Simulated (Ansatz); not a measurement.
C$_{3}$H$_{3}$F$_{3}$, SMILES `C=C(F)C(F)F`, relaxed with RKS PBE0-D4/def2-TZVP in Ansatz 0.2.0 from a GFN2-xTB geometry. The force threshold is 0.005 eV/Å; the program also tests the step.

The species carries charge 0 and has multiplicity 1.

Start:

```xyz
9

C    -1.275   -0.272    0.526
C    -0.259    0.478    0.150
F    -0.286    1.820    0.261
C     1.035   -0.027   -0.440
F     1.605   -0.950    0.371
F     0.815   -0.656   -1.620
H    -1.226   -1.340    0.422
H    -2.168    0.163    0.937
H     1.759    0.784   -0.608
```

| step | energy (eV) | largest force (eV/Å) | largest move (Å) |
| --- | --- | --- | --- |
| 1 | -11302.9398 | 0.342 | 0.000 |
| 2 | -11302.9481 | 0.142 | 0.017 |
| 3 | -11302.9495 | 0.038 | 0.015 |
| 4 | -11302.9522 | 0.052 | 0.042 |
| 5 | -11302.9540 | 0.058 | 0.021 |
| 6 (rejected) | -11302.9525 | 0.610 | 0.159 |
| 7 | -11302.9624 | 0.149 | 0.079 |
| 8 | -11302.9700 | 0.434 | 0.098 |
| 9 | -11303.0001 | 0.334 | 0.150 |
| 10 | -11303.0155 | 0.479 | 0.200 |
| 11 | -11303.0279 | 0.239 | 0.034 |
| 12 | -11303.0296 | 0.436 | 0.076 |
| 13 (rejected) | -11303.0267 | 0.578 | 0.067 |
| 14 | -11303.0365 | 0.138 | 0.032 |
| 15 | -11303.0383 | 0.052 | 0.025 |
| 16 | -11303.0384 | 0.021 | 0.006 |
| 17 (rejected) | -11303.0384 | 0.036 | 0.009 |
| 18 | -11303.0385 | 0.007 | 0.004 |
| 19 | -11303.0385 | 0.007 | 0.002 |
| 20 | -11303.0385 | 0.003 | 0.001 |

End:

```xyz
9

C    -1.212   -0.257    0.694
C    -0.317    0.432    0.018
F    -0.512    1.704   -0.341
C     1.029   -0.043   -0.438
F     1.256   -1.300   -0.004
F     1.079   -0.052   -1.793
H    -1.002   -1.281    0.963
H    -2.155    0.190    0.979
H     1.835    0.607   -0.078
```

Hardware: 2 threads of an AMD EPYC 7R13 on a shared host and a share of an NVIDIA H100 80 GB. Wall time 32 s, peak host memory 0.83 GiB.
